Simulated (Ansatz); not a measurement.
```yaml
crystal:
  periodic: [false, false, false]
  atoms:
    - {symbol: Cr, position_ang: [0.000000, 0.000000, 0.000000]}
    - {symbol: C, position_ang: [0.000000, 0.000000, 2.150000]}
basis:
  gaussian: {orbitals: def2-TZVP}
total_charge: 1
magnetization: {spin_polarized: true, initial_magnetization: 1}
hamiltonian: {xc: pbe0}
relax: {f_tol: 0.004, max_steps: 80}
```

```sh
$ ansatz run in.yaml --threads 1 --pin off --events-out ev --progress --plain --max-ram 2176MiB
```

Steps of the relaxation (energy above the last step; positions in Å, forces in eV/Å):

```
2
step 1, 922.6 meV
Cr    0.000    0.000    0.000    0.000    0.000    3.501
C     0.000    0.000    2.150    0.000    0.000   -3.501
```

```
2
step 2, 67.6 meV
Cr    0.000    0.000    0.159    0.000    0.000    1.344
C     0.000    0.000    1.991    0.000    0.000   -1.344
```

```
2
step 3, 4.3 meV
Cr    0.000    0.000    0.219    0.000    0.000   -0.376
C     0.000    0.000    1.931    0.000    0.000    0.376
```

```
2
step 4, 0.0 meV
Cr    0.000    0.000    0.208    0.000    0.000   -0.025
C     0.000    0.000    1.942    0.000    0.000    0.025
```

```
2
step 5, 0.0 meV
Cr    0.000    0.000    0.207    0.000    0.000    0.000
C     0.000    0.000    1.943    0.000    0.000    0.000
```

Close pairs at the end: Cr1–C2 1.735 Å.

A stationary point of unrestricted PBE0 after 5 steps, with ⟨S²⟩ = 2.829 against 0.75 for a pure state. 90 s on 1 thread of Arm Neoverse V2, shared host.
